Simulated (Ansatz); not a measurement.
A nudged elastic band was laid between two geometries of C$_{2}$H$_{7}$O (10 atoms, charge 1, multiplicity 1).

Level of theory: Ansatz 0.2.0, RKS B3LYP-D4/def2-SVP.

```json
{
  "movable images": "5",
  "climbing image": "yes",
  "spring": "5.0 eV/Å²",
  "optimiser": "quadratic models (default)",
  "start path": "through a guess of the saddle point",
  "force threshold": "0.05 eV/Å",
  "iteration limit": "33",
  "end points": "relaxed"
}
```

Initial state:

```xyz
10
Properties=species:S:1:pos:R:3
C -0.975 0.657 -0.516
O 0.440 0.232 -0.384
C 0.816 -0.648 0.750
H -1.604 -0.230 -0.667
H -1.006 1.343 -1.370
H -1.216 1.182 0.416
H 0.827 -0.060 -1.233
H 0.275 -1.600 0.661
H 0.541 -0.099 1.657
H 1.903 -0.776 0.685
```

Final state:

```xyz
10
Properties=species:S:1:pos:R:3
C -0.981 0.687 -0.463
O 0.442 0.427 -0.133
C 0.782 -0.799 0.631
H -1.505 0.735 0.498
H -1.355 -0.125 -1.100
H -1.000 1.660 -0.968
H 1.039 0.575 -0.893
H 0.489 -1.680 0.045
H 0.226 -0.726 1.573
H 1.862 -0.753 0.810
```

Task: Which bonds break or form, and what moves?

Result: No bond is made or broken. The dihedral H5–C1–O2–C3 goes from 176 to -62°. The two ends are copies of one structure, up to a mirror image or an exchange of like atoms.

Task: Give the energies along the band, and the barrier.

Result: The forces met the threshold. The highest image is number 3 of 0 to 6, 0.066 eV above the ends, which have the same energy within 2 meV. A vibrational analysis at the climbing image gives one clearly imaginary mode, 172i cm⁻¹: a first-order saddle point. Limits of this set-up: the dipole of an ion depends on the origin.

```
image  path coordinate (Å)  energy (eV)  dihedral H5–C1–O2–C3 (°)
    0                 0.00        0.000                       176
    1                 0.52        0.014                      -166
    2                 1.05        0.047                      -146
    3                 1.57        0.066                      -125
    4                 2.11        0.049                      -103
    5                 2.65        0.015                       -81
    6                 3.19        0.000                       -62
```

Task: What is the geometry of the highest image?

Result: 
```xyz
10
Properties=species:S:1:pos:R:3:forces:R:3
C -0.987 0.706 -0.475 0.04 -0.02 0.02
O 0.439 0.330 -0.252 -0.01 -0.01 -0.01
C 0.798 -0.766 0.680 -0.01 0.03 -0.02
H -1.596 -0.024 0.070 -0.02 0.01 -0.01
H -1.177 0.654 -1.554 -0.01 0.00 0.00
H -1.108 1.721 -0.080 -0.01 0.00 0.00
H 0.982 0.350 -1.062 0.00 0.00 0.01
H 0.424 -1.716 0.276 0.00 -0.01 0.01
H 0.334 -0.508 1.638 0.00 0.00 0.00
H 1.891 -0.746 0.760 0.00 -0.01 0.00
```

Task: What are the harmonic wavenumbers there?

Result: 172i, 179, 328, 505, 799, 933, 1094, 1148, 1167, 1247, 1410, 1441, 1445, 1454, 1463, 1468, 1474, 3078, 3084, 3210, 3218, 3222, 3225, 3711 cm⁻¹.

The band took 5 iterations and roughly 100 core-seconds.

Run time: 2.4 min on 1 thread of Intel(R) Xeon(R) Platinum 8488C (Sapphire Rapids), with other jobs on the host, peak memory 0.17 GiB.
